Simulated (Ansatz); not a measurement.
## Reading a saddle point

A first-order saddle point of BSiNH8, closed shell, PBE0-D4/def2-TZVP, with one imaginary mode of 1417i cm⁻¹:

B1  (-0.706, -0.396, -0.264)
Si2  (1.382, -0.456, 0.412)
H3  (-1.172, -1.069, 0.615)
H4  (-0.533, -0.903, -1.339)
H5  (0.009, 0.728, 0.066)
N6  (-1.247, 1.077, -0.315)
H7  (2.423, 0.149, -0.467)
H8  (1.681, -0.045, 1.814)
H9  (1.482, -1.935, 0.320)
H10  (-1.397, 1.493, -1.218)
H11  (-1.922, 1.357, 0.376)
(Å)

Computed with Ansatz 0.2.0 (basis: def2-TZVPP and def2-QZVPP); correlated methods freeze the cores. Extrapolation: Hartree–Fock as exp(−7.88 √X), correlation as X^−2.97.

Q: Which contacts change along the imaginary mode, and what lies on either side? (Judge from chemistry; the calculation decides.)

A: Computed: The step is BSiH₅ ([BH2][SiH3]) + NH₃ → BNH₄ ([BH2][NH2]) + SiH₄, with the molecules in contact on both sides. Shortening one way: B1–N6, Si2–H5; lengthening the same way: B1–Si2, H5–N6.
| pair | one side (Å) | saddle (Å) | other side (Å) |
| --- | --- | --- | --- |
| B1–N6 | 1.63 | 1.57 | 1.38 |
| Si2–H5 | 3.14 | 1.85 | 1.48 |
| B1–Si2 | 2.02 | 2.20 | 3.85 |
| H5–N6 | 1.02 | 1.36 | 3.49 |

Q: Which side is lower, and how far does the saddle lie above each? (An estimate is asked for; the value comes from the calculation.)

A: The calculation gives: The side with B1–N6, Si2–H5 short is lower by 6.68 kcal/mol; the saddle lies 48.78 kcal/mol above it and 42.10 kcal/mol above the other (CCSD(T) at an estimated basis limit (MP2 extrapolated from triple and quadruple zeta, plus CCSD(T) − MP2 in triple zeta); electronic energies).

The T1 diagnostic stays at or below 0.013. The end structure is not quite a true minimum (one mode of 50i cm⁻¹).

Labels in which every atom is bracketed show which atoms are joined, not bond orders.

For scale, one of the runs: CCSD(T)/def2-TZVPP, 216 basis functions, launched by `ansatz run in.yaml --threads 2 --pin off --events-out ev --progress --plain --max-ram 4352MiB`. Hardware: 2 CPU threads of an Intel Xeon Platinum 8259CL, shared host. Wall time 77 s; peak host memory 3.1 GiB.
